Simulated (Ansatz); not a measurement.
# CCSD(T) against full CI for several species

Each species is computed at the geometry given (Å), with frozen cores, in Ansatz 0.2.0: RHF-CCSD(T) for singlets, UHF-CCSD(T) otherwise, and full CI in the same basis. The program picks the determinant by trial CCSD, so it needn't be the lowest Hartree–Fock solution. States: AlH Π, HNSi Σ⁺ or Δ, BH⁻ Σ⁻ or Δ, HAlC Σ⁻ or Δ. Cases whose determinant has another symmetry than full CI's state, or whose (Q) step broke down, weren't drawn.

Problem. Judging by size, spin and bonding, rank them by the size of CCSD(T)'s error in total energy against full CI in the same basis, smallest first (an estimate).
A. BH⁻, quartet, aug-cc-pVDZ: B 0.000 0.000 0.000; H 0.000 0.000 1.206
B. HAlC, triplet, 6-31G: Al 0.000 0.000 0.118; C 0.000 0.000 -2.036; H 0.000 0.000 1.918
C. HNSi, singlet, 6-31G: Si 0.000 0.000 -1.364; N 0.000 0.000 0.182; H 0.000 0.000 1.182
D. AlH, triplet, cc-pVQZ: Al 0.000 0.000 0.000; H 0.000 0.000 1.605

Solution. D (15.3 meV), A (20.9 meV), C (36.1 meV), B (95.5 meV).

```
      species        basis  correlated electrons  CCSD(T) − full CI (meV)  CCSDT(Q) − full CI (meV)  unpaired electrons (full CI)     T1  ⟨S²⟩ of the determinant
 AlH, triplet      cc-pVQZ                     4                     15.3                      -1.0                          2.02  0.028                     2.01
 BH⁻, quartet  aug-cc-pVDZ                     5                     20.9                       0.0                          3.02  0.025                     3.75
HNSi, singlet        6-31G                    10                     36.1                      -4.1                          0.12  0.028                     0.00
HAlC, triplet        6-31G                     8                     95.5                      -9.8                          2.21  0.099                     2.49
```

Unpaired electrons are Σ n²(2−n)² over natural occupations; an open shell counts its own unpaired electrons too. Frozen cores follow each run's orbitals, which moves totals by a few meV.
